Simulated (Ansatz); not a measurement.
**CH₂ClN: how energies converge with the basis set**

Aim: see how fast density functionals converge with the basis set for CH₂ClN.

Method: one geometry, several basis sets; program: Ansatz 0.2.0, Gaussian basis.

Plan: PBE0-D4/def2-SVP; ωB97M-V/def2-SVP; PBE0-D4/def2-QZVPP; ωB97M-V/def2-QZVPP; the functionals' def2-TZVPP values are taken from earlier runs.

1 further run of the same task is left out (it didn't finish).

## 1. Structure used throughout

All runs share one geometry, relaxed beforehand with PBE0-D4 in a triple-zeta def2 set.

SMILES `N=CCl`, 5 atoms, charge 0, spin multiplicity 1.

Atoms are counted from 1 here; the program's logs count them from 0.

Bond lengths: N1–C2 1.247 Å, N1–H4 1.019 Å, C2–Cl3 1.729 Å, C2–H5 1.091 Å. Angles: C2–N1–H4 110.5°, N1–C2–Cl3 121.0°, N1–C2–H5 128.0°, Cl3–C2–H5 111.0°.

## 2. PBE0-D4 in def2-SVP

in.yaml

```yaml
crystal:
  periodic: [false, false, false]
  atoms:
    - {symbol: N, position_ang: [-0.754770, -0.588442, -0.272244]}
    - {symbol: C, position_ang: [0.240916, 0.066214, 0.096646]}
    - {symbol: Cl, position_ang: [1.513065, -0.680338, 0.999044]}
    - {symbol: H, position_ang: [-1.400563, 0.006384, -0.789179]}
    - {symbol: H, position_ang: [0.451252, 1.122581, -0.075569]}
basis:
  gaussian: {orbitals: def2-SVP}
hamiltonian: {xc: pbe0, dispersion: d4}
output: {orbitals: {seedname: orbitals}}
```

Run with:

```sh
ansatz run in.yaml --threads 2 --pin off --events-out ev --progress --plain --max-ram 4352MiB
```

After this run come: ωB97M-V in def2-SVP; PBE0-D4 in def2-QZVPP; ωB97M-V in def2-QZVPP.

Before running them: what should the planned runs give, taken together? Wanted: PBE0-D4: double and triple zeta above quadruple; ωB97M-V: double and triple zeta above quadruple.

The runs gave:

| quantity | value |
| --- | --- |
| PBE0-D4: double and triple zeta above quadruple | 7.84, 0.52 eV |
| ωB97M-V: double and triple zeta above quadruple | 7.89, 0.49 eV |

In words: For PBE0-D4 the step from double to triple zeta gains 7.33 eV and the next only 0.52 eV. These are total energies; as a rule much of such shifts cancels in differences, which this series doesn't test. The LUMO of ωB97M-V is positive and keeps falling with the basis (1.99 to 1.42 eV): an unbound level that the basis holds in place.
